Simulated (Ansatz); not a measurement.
Compare A (`CC(N)=C=O`) with its isomer B (`COCC#N`).

Computed with Ansatz on PBE0-D4/def2-TZVP structures; ΔE is electronic, products minus reactants. CCSD(T)/CBS is the MP2 limit (def2-TZVPP, def2-QZVPP) plus CCSD(T) − MP2 in def2-TZVPP, frozen cores. This one scheme is used for every species. DFT in def2-TZVPP. B3LYP here is the variant with VWN-RPA as its local correlation; programs differ in this. Each species was taken in one conformer, which may not be the lowest.

Which isomer does CCSD(T)/CBS put lower? Give the gap. (Estimate.)

Ansatz gave: B, by 17.7 kJ/mol.

Give E(B) − E(A) in kJ/mol with CCSD/def2-TZVPP, PBE0-D4, B3LYP-D4, CCSD(T)/def2-SVP, CCSD(T)/def2-TZVPP, MP2/def2-TZVPP, r2SCAN-D4. (An estimate is asked.)

Computed: CCSD/def2-TZVPP -28.2, PBE0-D4 10.9, B3LYP-D4 0.1, CCSD(T)/def2-SVP -24.0, CCSD(T)/def2-TZVPP -24.0, MP2/def2-TZVPP -22.0, r2SCAN-D4 10.7. The order is the other way round with PBE0-D4, r2SCAN-D4.

Does the order hold for the free energy at 298.15 K (harmonic terms from PBE0-D4)? (An estimate is asked.)

Ansatz gave: Yes: G(B) − G(A) = -14.7 kJ/mol, for one conformer each.

Largest T1 diagnostic: 0.015.

From PBE to PBE0 (25 % exact exchange), in def2-TZVPP and without D4, E(B) − E(A) moves by −9.5 kJ/mol. Leaving LDA and LC-ωPBE aside and taking each functional with its dispersion term where it has one, the values, not all of them listed here, spread over 32.5 kJ/mol, from BHLYP-D4 to PBE-D4. LDA lies +14.0 kJ/mol from PBE without D4.
